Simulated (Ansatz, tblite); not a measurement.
**The cluster Se₃−: one state, many levels**

One table from this session's results is given with a row withheld; the runs are named, their logs left out.

The runs use Ansatz 0.2.0, Gaussian basis; as each input shows.

Plan: GFN1-xTB, GFN2-xTB, PBE-D4/def2-TZVPD, r2SCAN-D4/def2-TZVPD, BLYP-D4/def2-TZVPD, HF/def2-TZVPD, B2PLYP/def2-TZVPD, CAM-B3LYP-D4/def2-TZVPD, B97M-V/def2-TZVPD, PBE-D4/def2-SVPD, PBE0-D4/def2-SVPD, HF/STO-3G, CCSD(T)/def2-SVPD, MP2/def2-TZVPD, RPA/def2-TZVPD.

## The structure

The geometry is that of the doublet, from an earlier relaxation (PBE0-D4/def2-TZVPD). At that level it is the lowest of the isomers that a small search found.

3 atoms, charge -1, spin multiplicity 2.

Bond lengths: Se1–Se3 2.269 Å, Se2–Se3 2.269 Å. Angles: Se1–Se3–Se2 114.2°.

The ion is computed in the gas phase, without counter-ions or solvent.

PBE0-D4/def2-TZVPD was run before; its log isn't repeated, and its numbers join the tables.

Set-up of the first run:

Tight binding, by tblite at 300 K electronic temperature and without a spin-polarisation term:

```python
tblite.interface.Calculator('GFN1-xTB', numbers, positions, charge=-1, uhf=1).singlepoint()
```

Tight binding, by tblite at 300 K electronic temperature and without a spin-polarisation term:

```python
tblite.interface.Calculator('GFN2-xTB', numbers, positions, charge=-1, uhf=1).singlepoint()
```

start.molden holds the orbitals of an earlier run on this state, given as this run's starting guess.

The input, in.yaml:

```yaml
crystal:
  periodic: [false, false, false]
  atoms:
    - {symbol: Se, position_ang: [1.851010, -0.498853, -0.350702]}
    - {symbol: Se, position_ang: [-1.475789, 1.229792, 0.328327]}
    - {symbol: Se, position_ang: [-0.375231, -0.730949, 0.022375]}
basis:
  gaussian: {orbitals: def2-TZVPD, initial_orbitals: start.molden}
total_charge: -1
magnetization: {spin_polarized: true, initial_magnetization: 1}
hamiltonian: {xc: pbe, dispersion: d4}
scf: {omitted_lower_state_checks: [starts]}
output: {orbitals: {seedname: orbitals}}
```

Command:

```bash
> ansatz run in.yaml --threads 4 --pin off --events-out ev --progress --plain --max-ram 3916MiB
```

Among the steps run: PBE-D4/def2-TZVPD; r2SCAN-D4/def2-TZVPD; BLYP-D4/def2-TZVPD; HF/def2-TZVPD; B2PLYP/def2-TZVPD; CAM-B3LYP-D4/def2-TZVPD; B97M-V/def2-TZVPD; PBE-D4/def2-SVPD; PBE0-D4/def2-SVPD; HF/STO-3G; CCSD(T)/def2-SVPD; MP2/def2-TZVPD; RPA/def2-TZVPD.

One table of the session follows, with a row left open; its other results are not shown here.

It belongs to the step «Levels side by side». 

```
                  level  LUMO (eV)  gap (eV)
              HF/STO-3G          ?         ?
          HF/def2-TZVPD       3.79      7.02
       PBE-D4/def2-SVPD       0.49      0.54
      PBE-D4/def2-TZVPD       0.53      0.57
     BLYP-D4/def2-TZVPD       0.63      0.50
   r2SCAN-D4/def2-TZVPD       0.55      0.83
      B97M-V/def2-TZVPD       0.55      0.90
      PBE0-D4/def2-SVPD       1.04      2.18
     PBE0-D4/def2-TZVPD       1.09      2.22
CAM-B3LYP-D4/def2-TZVPD       1.91      4.25
```

Estimate the missing values for HF/STO-3G.

The run gave: LUMO (eV): 8.35; gap (eV): 6.80. In the column «LUMO (eV)» it is the highest.
